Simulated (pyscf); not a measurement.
Single points on ωB97X-D3(BJ)/def2-SVP structures (PySCF, gas phase).

Q: For Cl–TaH(Cl)(Cl)–Cl + HF → F–Ta(Cl)(Cl)(Cl)–Cl + H₂, a four-centre exchange (singlet surface; H–Ta, F–H broken, F–Ta, H–H formed), PBE/def2-TZVP gives ΔE‡ = -2.3 kcal/mol and ΔE = -34.0 kcal/mol (zero: the separated reactants). In which direction and how far do r²SCAN/def2-TZVP, B3LYP-D3(BJ)/def2-TZVP, ωB97M-D3(BJ)/def2-TZVP move these?

A: r²SCAN: ΔE‡ = -3.6 kcal/mol, ΔE = -36.6 kcal/mol; B3LYP-D3(BJ): ΔE‡ = 1.2 kcal/mol, ΔE = -33.7 kcal/mol; ωB97M-D3(BJ): ΔE‡ = 2.7 kcal/mol, ΔE = -32.0 kcal/mol. PBE's barrier lies among them. Its reaction energy lies among theirs. On the reactant side the descent ends in an adduct with a F–Ta contact, 5.9 kcal/mol under the separated species and 6.8 kcal/mol under the saddle at ωB97X-D3(BJ)/def2-TZVP. At PBE, r²SCAN the saddle lies under the separated reactants, which points to a path from their complex (located at ωB97X-D3(BJ) alone). What is counted as formed (F–Ta) is already present as a longer contact in the reactant adduct; forming that adduct is a step of its own. At the saddle there is also a short H–Ta contact that neither side keeps. One saddle was located; it need not be the lowest between these sides. Elements past Kr carry the def2 core potentials, without spin-orbit coupling.
